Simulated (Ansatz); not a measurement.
We consider A-type hexagonal La2O3, described by r²SCAN+SOC (PAW; Ansatz, an electronic-structure program).

Numerical settings: plane-wave cutoff 560 eV, 12×12×6 k mesh (along the axes of the cell as run), Fermi–Dirac smearing 0.01 eV, PAW data made under PBE.

The cell is scaled about its equilibrium volume:

Shape and atoms are relaxed at each volume.

```csv
V (Å³/atom),P (GPa),direct gap at Γ (eV),smallest gap on the k mesh (eV),c (Å)
15.772,5.10,5.080,4.213,5.963
16.101,2.44,4.980,4.217,6.047
16.429,0.00,4.880,4.213,6.126
16.758,-2.22,4.782,4.203,6.202
17.086,-4.24,4.684,4.185,6.275
```

The fundamental gap (4.21 eV at the equilibrium volume, with added k points) lies elsewhere than Γ–Γ.

Note: the bulk modulus comes from volumes at which shape and atoms were relaxed.
